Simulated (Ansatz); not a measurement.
Relaxation of C2H5NO2 (10 atoms, charge 0, multiplicity 1), to a largest force component of 0.02 eV/Å in at most 50 steps.

All numbers below come from Ansatz, RKS B3LYP/def2-SVP.

```xyz
10
Properties=species:S:1:pos:R:3:forces:R:3
N -1.539 0.829 0.198 -1.45 2.54 -0.73
C -0.611 -0.199 0.153 -0.08 -0.23 1.63
O 0.618 0.358 -0.216 4.36 -1.33 -0.33
C 1.716 -0.556 -0.264 -5.94 -3.36 1.29
O 1.541 -1.770 -0.060 1.03 3.43 -0.55
H -1.248 1.597 0.835 -0.12 -0.79 -0.10
H -1.552 1.327 -0.723 -0.21 -0.64 0.69
H -0.878 -0.928 -0.590 -0.39 -0.91 -0.36
H -0.547 -0.645 1.187 0.13 -0.13 -0.83
H 2.583 -0.064 -0.517 2.67 1.43 -0.70
```

**Question.** Where does it end, and by what steps?

**Answer.** The run converged. After 7 steps the energy has fallen by 0.583 eV; O3 moved furthest, 0.12 Å.

```csv
step,energy less start (eV),largest force component (eV/Å),accepted
0,0.0000,5.935,yes
1,-0.4310,2.096,yes
2,-0.2742,5.083,no
3,-0.5575,0.659,yes
4,-0.5712,0.255,yes
5,-0.5829,0.072,yes
6,-0.5831,0.033,yes
7,-0.5832,0.004,yes
```

```xyz
10
Properties=species:S:1:pos:R:3
N -1.553 0.887 0.182
C -0.615 -0.166 0.157
O 0.726 0.321 -0.203
C 1.699 -0.589 -0.259
O 1.577 -1.766 -0.042
H -1.321 1.598 0.874
H -1.655 1.338 -0.725
H -0.896 -0.931 -0.582
H -0.535 -0.651 1.141
H 2.656 -0.094 -0.540
```

The run took 19 s on 2 threads of Arm Neoverse V1 (shared host), peak memory 0.19 GiB.
